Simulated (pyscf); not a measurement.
Routes from H₃C–CH₂–C≡N + H atom (H•)

Candidate steps break at most two bonds and form at most two. Each was searched with GFN2-xTB (tblite) first. Optimised with ωB97X-D3(BJ)/def2-SVP in PySCF. Energies: ωB97M-D3(BJ)/def2-TZVP, eV, from the separated reactants, doublet surface; ΔG‡ with ideal gas, 1 atm, RRHO with modes under 100 cm⁻¹ raised to 100, one conformer, R ln 2 for chiral ones without a mode under 150 cm⁻¹.

| products | type | ΔE‡ | ΔE | ΔG‡ 298 K | ΔG‡ 900 K | ν‡ (cm⁻¹) |
|---|---|---|---|---|---|---|
| H₃C–CH₂–C•=NH | addition | 0.37 | -0.93 | 0.63 | 1.21 | 1230i |
| H₃C–C≡N + CH₃• | substitution at C | 2.23 | -0.55 | 2.45 | 3.10 | 962i |

Row 1: On the product side the descent ends in a point that may be a rotor saddle (no frequency run), 0.18 eV over the lowest minimum found and 1.18 eV under the saddle at ωB97X-D3(BJ)/def2-TZVP. 

Plain bond fissions and candidates not yet searched are not listed, and one of them may be faster. Each barrier is that of the saddle found; lower ones may exist.
